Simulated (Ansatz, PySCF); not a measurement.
Species: C3H3, charge 0, doublet. C3H3 (SMILES C#C[CH2], doublet).
B3LYP-D3(BJ)/def2-TZVP minimum from Ansatz (a program for electronic structure):
```xyz
6

C     -0.0011     0.0113     0.1144
C     -0.0126     0.1308     1.3291
C      0.0118    -0.1223    -1.2430
H     -0.0226     0.2347     2.3859
H      0.9454    -0.1572    -1.7878
H     -0.9114    -0.1960    -1.8016
```
Charge 0, spin multiplicity 2.

Atomisation energy term by term, kcal/mol (programs: Ansatz). UHF or UKS for unpaired electrons; spin-orbit terms are left out. Correlated methods leave the cores frozen. Rows without X2C or -DK are non-relativistic. CBS(X,Y): correlation extrapolated as X^-3, Hartree-Fock from the larger set (Q,5: extrapolated as (X+1)exp(-9√X)). A bracket is a step between two methods taken in the basis named. '+ core + X2C': CCSD(T) terms for core correlation (cc-pwCVTZ) and scalar relativity (cc-pVTZ-DK). Where a partner has so few electrons that a lower coupled-cluster level is exact, that level stands in. The UHF reference of C3H3 (C#C[CH2], doublet) is spin-contaminated (<S^2> up to 0.21 over the pure value in the sets run).

| term | basis | kcal/mol |
|---|---|---|
| Hartree-Fock | CBS(cc-pVQZ,cc-pV5Z) | 452.67 |
| CCSD correlation | CBS(cc-pVQZ,cc-pV5Z) | 138.06 |
| (T) | CBS(cc-pVQZ,cc-pV5Z) | 11.33 |
| CCSDT(Q) - CCSD(T) | cc-pVDZ | 1.02 |
| core correlation | cc-pwCVTZ | 3.43 |
| scalar relativity | X2C, cc-pVTZ-DK | -0.46 |
| minus zero-point energy | Hessian by PySCF at B3LYP-D3(BJ)/def2-TZVP | -25.72 |
| sum: D0 |  | 580.3 |
